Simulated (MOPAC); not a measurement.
MOPAC input (PM3):

```
PM3 PRECISE GNORM=0.05 LET XYZ CHARGE=-1 GEO-OK AUX(PRECISION=9) THREADS=1
C3H5

C     1.27969120 1    0.01799503 1    0.11674447 1
C    -0.04641183 1    0.35484800 1   -0.12605693 1
H     1.56535525 1   -0.96544945 1    0.48118818 1
H     2.07649718 1    0.73303796 1   -0.05175505 1
H    -0.18059473 1    1.38076163 1   -0.49050458 1
C    -1.23602420 1   -0.35185707 1    0.00185736 1
H    -1.25850655 1   -1.38060421 1    0.35222871 1
H    -2.18628219 1    0.10633833 1   -0.24642669 1
```

Task: What heat of formation does the run end on?

Result: 25.14 kcal/mol.
